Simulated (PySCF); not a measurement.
# BF: the cost of one run

The runs use PySCF 2.14.0; method and basis as typed in the scripts.

3 further runs of the same task are left out: 3 that didn't finish.

## (1) Starting geometry

BF: 2 atoms, charge 0, spin multiplicity 1.

Bond lengths: B1–F2 1.287 Å.

## (2) The run that the others are compared with

The input, input.py:

```python
from pyscf import gto, scf, mcscf, mrpt

mol = gto.M(
    atom='B 0 0 0; F 0 0 1.287',
    basis='pcseg-2',
    charge=0,
    spin=0,
    verbose=4,
)
mf = scf.RHF(mol)
mf = mf.density_fit(auxbasis='def2-universal-jkfit')
mf.kernel()
mc = mcscf.CASSCF(mf, 6, 8)
mc.kernel()
mc.analyze()
mrpt.NEVPT(mc).kernel()
mf.dip_moment()
print('orbital energies (hartree):', mf.mo_energy[..., max(0, mol.nelec[1]-3):mol.nelec[0]+3].round(4))
```

Run with:

```bash
OMP_NUM_THREADS=1 python input.py
```

Q: Estimate wall time and peak memory on 1 thread of Intel Xeon Platinum 8488C, shared host.

About 10 s, with a peak of 0.15 GiB.
